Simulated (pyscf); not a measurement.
Homolytic dissociation enthalpies at 298 K of Ga–H, H–In bonds in 8 gas-phase molecules, in kcal/mol. Structures and frequencies: ωB97X-D3(BJ)/def2-SVP in PySCF. MP2 and CC: frozen core, UHF for open shells. ΔMP2 is the change of the MP2 total energy from the triple- to the quadruple-zeta basis. Both columns use the same structures and thermal terms. Rows were drawn at random from the closed-shell molecules with such a bond whose radicals are computed, keep their shape and have no isomer in the data more than 5 kcal/mol lower.

| row | molecule | radicals | r²SCAN/def2-TZVP | CCSD(T)/def2-TZVPP + ΔMP2(QZVPP) |
|---|---|---|---|---|
| 1 | H₂P–GaH₂ | [H₂P–GaH]• + H• | 76.0 | 80.7 |
| 2 | Cl–InH₂ | [Cl–InH]• + H• | 65.5 | 70.1 |
| 3 | F–GaH₂ | [F–GaH]• + H• | 75.9 | 81.3 |
| 4 | HS–GaH–Cl | [HS–Ga–Cl]• + H• | 75.0 | 80.1 |
| 5 | Cl–GaH₂ | [Cl–GaH]• + H• | 75.6 | 80.9 |
| 6 | H₃C–InH–NH₂ | [H₃C–In–NH₂]• + H• | 68.3 | 72.7 |
| 7 | Cl–GaH–SeH | [Cl–Ga–SeH]• + H• | 73.8 | ? |
| 8 | H₂N–InH₂ | [H₂N–InH]• + H• | 69.0 | 73.3 |

### Question
Fit a line that carries the r²SCAN values to the last column and predict row 7.

### Answer
In the 7 complete rows the last column lies 4.3 to 5.4 kcal/mol from r²SCAN (mean 4.8, median 4.7). Least squares gives y = -0.9 + 1.08·x with residuals of 0.3 kcal/mol (root mean square). For row 7: -0.9 + 1.08 × 73.8 = 78.8 kcal/mol. The computed value is 79.0 kcal/mol, 0.2 over the line. The CCSD(T) − MP2 part came from Ansatz, without density fitting, on the same reference. The frozen core leaves the outer d or s,p core shells of the metals and heavy elements correlated in the MP2 and CC values, and def2-TZVPP describes them poorly, which can shift differences by a few kcal/mol. Elements up to Kr have no core potential and no relativistic terms here. Elements past Kr carry the def2 core potentials, without spin-orbit coupling.
